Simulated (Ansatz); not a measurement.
Geometry optimisation, Ansatz 0.2.0, UKS PBE0/def2-SVP.

input.yaml

```yaml
crystal:
  periodic: [false, false, false]
  atoms:
    - { symbol: C, position_ang: [-0.8716, 0.2863, -0.3849] }
    - { symbol: C, position_ang: [0.2682, 0.0307, 0.1353] }
    - { symbol: "N", position_ang: [0.8146, -1.1747, 0.2372] }
    - { symbol: H, position_ang: [-1.467, -0.4495, -0.8042] }
    - { symbol: H, position_ang: [-1.2782, 1.343, -0.4513] }
    - { symbol: H, position_ang: [0.8135, 0.921, 0.5114] }
    - { symbol: H, position_ang: [1.7818, -1.0248, 0.7108] }
magnetization:
  spin_polarized: true
  initial_magnetization: 1
basis:
  gaussian: { orbitals: def2-SVP }
hamiltonian:
  xc: pbe0
relax:
  f_tol: 0.015
  max_steps: 40
```

Launched with:

```bash
$ ansatz run input.yaml --threads 1 --pin off --max-ram 2048MiB --backend cpu --events-out ev --progress --plain --runs-dir out
```

Where does it end, and by what steps?

The run converged. After 6 steps the energy has fallen by 0.562 eV; H6 moved furthest, 0.09 Å.

| step | energy less start (eV) | largest force component (eV/Å) | accepted |
| --- | --- | --- | --- |
| 0 | 0.0000 | 5.799 | yes |
| 1 | -0.4873 | 1.974 | yes |
| 2 | -0.5432 | 0.787 | yes |
| 3 | -0.5467 | 0.834 | yes |
| 4 | -0.5509 | 0.313 | yes |
| 5 | -0.5621 | 0.034 | yes |
| 6 | -0.5621 | 0.008 | yes |

```xyz
7
Properties=species:S:1:pos:R:3
C -0.915 0.322 -0.413
C 0.338 0.080 0.167
N 0.826 -1.133 0.238
H -1.489 -0.519 -0.812
H -1.329 1.330 -0.475
H 0.885 0.958 0.558
H 1.745 -1.106 0.692
```

Whether the end is a true minimum wasn't checked by a vibrational analysis.

Run time: 10 s on 1 thread of Intel(R) Xeon(R) 6975P-C (Granite Rapids), with other jobs on the host, peak memory 0.14 GiB.
